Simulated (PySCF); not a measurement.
## Atomic charges against the basis set

Species: C₂H₃P.
Structure used (PBE0-D3(BJ)/def2-SVP), in Å, numbered top down from 1:
```
atom  x, y, z in Å
C1    -0.622   -0.073    0.012
C2     0.831   -0.050   -0.003
P3     2.378   -0.022   -0.023
H4    -1.018   -0.577   -0.885
H5    -1.001   -0.610    0.897
H6    -1.034    0.950    0.035
```

PBE0 throughout (PySCF), one geometry, spherical d and f functions. Geometry: PBE0-D3(BJ)/def2-SVP; no solvent, vibrations or thermal averaging. Atoms taken as equivalent share a column and are averaged.

Mulliken charges (e):

```
      basis  functions      C1      C2      P3  H4/H5/H6
   pcSseg-0         37  -0.730  -0.550  +0.450    +0.277
    cc-pVDZ         61  -0.067  -0.197  -0.007    +0.090
aug-cc-pVDZ        100  +0.480  -0.258  -0.167    -0.018
    cc-pVTZ        136  -0.244  -0.171  +0.033    +0.128
   IGLO-III        144  -0.292  -0.312  +0.172    +0.144
   pcSseg-3        319  -0.127  -0.176  -0.026    +0.110
```

IAO charges (e):

| basis | functions | C1 | C2 | P3 | H4/H5/H6 |
| --- | --- | --- | --- | --- | --- |
| pcSseg-0 | 37 | -0.443 | -0.271 | +0.177 | +0.179 |
| cc-pVDZ | 61 | -0.434 | -0.279 | +0.188 | +0.175 |
| aug-cc-pVDZ | 100 | -0.442 | -0.278 | +0.184 | +0.179 |
| cc-pVTZ | 136 | -0.445 | -0.286 | +0.194 | +0.179 |
| IGLO-III | 144 | -0.446 | -0.296 | +0.204 | +0.179 |
| pcSseg-3 | 319 | -0.445 | -0.293 | +0.200 | +0.179 |

Hirshfeld charges (e):

```csv
basis,functions,C1,C2,P3,H4/H5/H6
pcSseg-0,37,-0.087,-0.093,+0.003,+0.059
cc-pVDZ,61,-0.093,-0.085,-0.009,+0.062
aug-cc-pVDZ,100,-0.110,-0.094,+0.006,+0.066
cc-pVTZ,136,-0.105,-0.091,0.000,+0.065
IGLO-III,144,-0.113,-0.095,+0.013,+0.065
pcSseg-3,319,-0.113,-0.095,+0.010,+0.066
```

Q: Which scheme is steadiest as the basis changes?

A: Largest range over the bases for any column: Hirshfeld 0.03 e, IAO 0.03 e, Mulliken 1.21 e. Hirshfeld and IAO charges move least and Mulliken charges most, counted in e.

Q: How much do the charges still move between the two largest bases, IGLO-III and pcSseg-3?

A: At most, over all atoms: Mulliken 0.197 e, IAO 0.004 e, Hirshfeld 0.003 e.

Q: What do the same runs give for the total energy, the frontier levels and the dipole moment?

A: 
| basis | energy (Eh) | HOMO (eV) | LUMO (eV) | μ (D) |
| --- | --- | --- | --- | --- |
| pcSseg-0 | -418.5245 | -7.72 | -0.78 | 1.94 |
| cc-pVDZ | -419.0956 | -7.36 | -0.72 | 1.75 |
| aug-cc-pVDZ | -419.1004 | -7.49 | -1.01 | 1.77 |
| cc-pVTZ | -419.1305 | -7.44 | -0.92 | 1.70 |
| IGLO-III | -419.1298 | -7.45 | -0.86 | 1.59 |
| pcSseg-3 | -419.1460 | -7.47 | -1.06 | 1.65 |

The dipole is fixed by the density alone, so its range of 0.35 D shows that the density itself changes with the basis, not only its division among atoms.
